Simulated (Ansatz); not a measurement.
We consider rock-salt GdN, described by RPBE in Ansatz (PAW).

The input as run:

Ansatz 0.2 input:
```yaml
crystal:
  lattice:
    - [0.0, 2.5609862109, 2.5609862109]
    - [2.5609862109, 0.0, 2.5609862109]
    - [2.5609862109, 2.5609862109, 0.0]
  atoms:
    - { symbol: Gd, position: [0.0, 0.0, 0.0], spin: 7.0 }
    - { symbol: N, position: [0.5, 0.5, 0.5], spin: 0.0 }
basis:
  ecutwfc: 520
  ecutrho_ratio: 4
  xc_grid: 2
kpoints:
  mp_grid: { grid: [12, 12, 12] }
hamiltonian:
  xc: rpbe
  dispersion: none
  pseudopotentials: { kind: paw }
scf:
  occupations: { method: fermi_dirac, width: 0.01 }
  convergence: { dr2_threshold: 0.0000000002 }
output:
  forces: true
  stress: true
  eigenvalues: true
magnetization:
  spin_polarized: true
```

Output (set-up and result lines):

```
Crystal: 2 atoms, lattice volume = 33.593 Å³
Basis set: ecut = 520 eV, 893 PW (Γ), exchange–correlation on 54×54×54 points (8 copies of the dense FFT grid, shifted against one another)
Bands: 19, of which v1, the nominal top of the filled ones, is band 12 counted from 1 (11 counted from 0)
Symmetry: 48 space group operations
Space group: Fm-3m (ITA 225), of the structure as read, at distance tolerance 3.2e-5 Å
k-points: 72 of 1728
Initial density: superposition of atomic densities (chi_scale 0.1, normalization cell, long waves kept (reshape's long-wave potential 0.00 eV rms))
Functional: x = rpbe, c = pbe(β = 0.06672455060314922)
SCF 1 converged in 15 iterations: F = -9731.692457 eV  dr2 = 2.16e-13
SCF converged after 15 iterations
Magnetization: 7.0000 μB (15.0000 up, 8.0000 down)
Free energy (F): -9731.692457 eV
Internal energy: -9731.692409 eV  (E = F + TS)
E sigma→0 (E₀):  -9731.692433 eV
Fermi energy:    13.343772 eV
--- Forces (eV/Å), atoms counted from 1 ---
  atom   1  Gd    -0.00000000     0.00000000     0.00000000
  atom   2  N      0.00000000     0.00000000    -0.00000000
--- Stress (GPa, compression-positive) ---
       -7.085707       0.000000       0.000000
       -0.000000      -7.085707       0.000000
        0.000000       0.000000      -7.085707
  P = ⅓ Tr σ = -7.0857 GPa (-70.857 kbar)
```

The cell is one volume of an energy–volume scan, off the minimum.

The PAW data were made under PBE.

Note: the 4f shell is treated without U or exact exchange, so its levels and filling can be wrong.

Ansatz is a first-principles code.
